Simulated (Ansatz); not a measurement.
For hcp Mg, PBE-D3(BJ) in Ansatz (PAW) gives:

equilibrium lattice constant a: 3.139 Å
c axis length: 5.097 Å

Q: What does r²SCAN0 (Ansatz, a quantum-chemistry and plane-wave program, PAW) give for the same quantities?

A: 
- lattice constant a: 3.185 Å (rises by 1.5 %)
- lattice parameter c: 5.134 Å (grows by 0.7 %)

For comparison: lattice constant a 3.209 Å (measured, 293 K, not corrected to a static lattice; as tabulated in Wikipedia's data pages); lattice parameter c 5.210 Å (measured, 293 K, no zero-point or thermal correction; as tabulated in Wikipedia's data pages).

Changes are worked out from the printed values.

Unless a cell is named, each level is at its own relaxed cell (PBE-D3(BJ) 21.74, r²SCAN0 22.56 Å³/atom).

Ansatz's density-functional and Hartree–Fock values are scalar-relativistic unless marked +SOC, with PAW data made under PBE.
